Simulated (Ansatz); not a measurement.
One structure, 3 elements: CuP3, CuAs3, CuSb3

Plane-wave DFT in Ansatz with scalar-relativistic PAW potentials, cutoff 420 eV, Γ-centred meshes chosen by cell and gap, Gaussian smearing with energies taken to zero width. Every cell was relaxed (cell and atoms) in a run of its own, within the symmetry of its start. Functional: PBE.

All members share space group Pm-3m and the same sites; only the element on one set of sites changes (P, As, Sb). Members needn't be the stable form of their composition. Energies over the elements, where given, are against the elements' standard states in the same functional (H₂, N₂, O₂ and halogens uncorrected, Hg as a solid). The first member:

Space group Pm-3m (No. 221). a = 3.848 Å, b = 3.848 Å, c = 3.848 Å, α = 90.00°, β = 90.00°, γ = 90.00°
| atom | site | symmetry | x | y | z |
| --- | --- | --- | --- | --- | --- |
| Cu | 1a | m-3m | 0.0000 | 0.0000 | 0.0000 |
| P | 3c | 4/mm.m | 0.0000 | 0.5000 | 0.5000 |

```tsv
compound	V (Å³/atom)	a (Å)	energy over elements (eV/atom)
CuP3	14.24	3.848	0.655
CuSb3	24.22	4.593	0.421
```

Question: Predict the member with As.

Answer: V (Å³/atom) 17.76, a (Å) 4.142, energy over elements (eV/atom) 0.476. Interpolating linearly in period between P and Sb would give 19.23 Å³/atom (8.3 % too large), with 0.538 eV/atom over the elements. Over the whole series the volume grows at each step down the group; all are metallic on the mesh; none is bound against its elements in this structure, and Sb comes closest.

Spin-orbit coupling is left out, which matters for the bands of heavy elements.